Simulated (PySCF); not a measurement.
## Relaxation of doublet [Si3]+

All numbers come from UPBE0 in PySCF with Si def2-TZVP; no relativity; density-fitted integrals. A (50,194) grid was used.

A hand-made obtuse triangle start, of C2v symmetry, held to at least that symmetry:

```xyz
3
charge 1 multiplicity 2, angstrom
Si    0.0000   -0.9280    0.0000
Si    1.8096    0.4640    0.0000
Si   -1.8096    0.4640    0.0000
```

(1) What forces act on the atoms at the start (eV/Å)?

(2) What does it relax to?

(3) How much energy is released, and in how many steps?

## Answers

(1) 
```csv
atom,Fx,Fy,Fz
Si1,0.00,0.13,0.00
Si2,-0.45,-0.06,0.00
Si3,0.45,-0.06,0.00
```

(2) It ends at C2v with Si–Si 2.265 Å (×2); Si–Si–Si 89.4°. A frequency run shows a minimum.

(3) 9.5 kJ/mol in 5 steps.
